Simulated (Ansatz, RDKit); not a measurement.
Molecule: formamide, CH3NO (charge 0, singlet). SMILES: NC=O

Atoms: N1, C2, O3, H4, H5, H6. Bonds: N1-C2, N1-H4, N1-H5, C2-O3, C2-H6.

Bond lengths (Å) and angles (degrees) optimised at MMFF94 with RDKit; HF/3-21G with Ansatz (a quantum-chemistry and plane-wave program); B3LYP/6-31G* with Ansatz, each started from the B3LYP-D3(BJ)/def2-TZVP structure (Ansatz) of the last column. A row stands for all coordinates that are equal there; 8 of 11 kinds are shown. 6-31G* holds six Cartesian d functions. No wavenumbers were computed at MMFF94, so these may be saddle points.

```json
[
 {"coordinate": "N1-C2", "MMFF94": "1.359", "HF/3-21G": "1.353", "B3LYP/6-31G*": "1.362", "B3LYP-D3(BJ)/def2-TZVP": "1.356"},
 {"coordinate": "N1-H4", "MMFF94": "1.012", "HF/3-21G": "0.998", "B3LYP/6-31G*": "1.011", "B3LYP-D3(BJ)/def2-TZVP": "1.007"},
 {"coordinate": "N1-H5", "MMFF94": "1.010", "HF/3-21G": "0.995", "B3LYP/6-31G*": "1.009", "B3LYP-D3(BJ)/def2-TZVP": "1.004"},
 {"coordinate": "C2-O3", "MMFF94": "1.221", "HF/3-21G": "1.212", "B3LYP/6-31G*": "1.216", "B3LYP-D3(BJ)/def2-TZVP": "1.209"},
 {"coordinate": "C2-H6", "MMFF94": "1.102", "HF/3-21G": "1.084", "B3LYP/6-31G*": "1.109", "B3LYP-D3(BJ)/def2-TZVP": "1.106"},
 {"coordinate": "N1-C2-O3", "MMFF94": "123.3", "HF/3-21G": "125.3", "B3LYP/6-31G*": "125.0", "B3LYP-D3(BJ)/def2-TZVP": "124.9"},
 {"coordinate": "C2-N1-H4", "MMFF94": "118.1", "HF/3-21G": "119.4", "B3LYP/6-31G*": "119.2", "B3LYP-D3(BJ)/def2-TZVP": "119.4"},
 {"coordinate": "C2-N1-H5", "MMFF94": "122.7", "HF/3-21G": "121.9", "B3LYP/6-31G*": "121.8", "B3LYP-D3(BJ)/def2-TZVP": "121.3"}
]
```

Mean signed difference of all 5 bond lengths from B3LYP-D3(BJ)/def2-TZVP: MMFF94 0.004 Å, HF/3-21G -0.008 Å, B3LYP/6-31G* 0.005 Å.
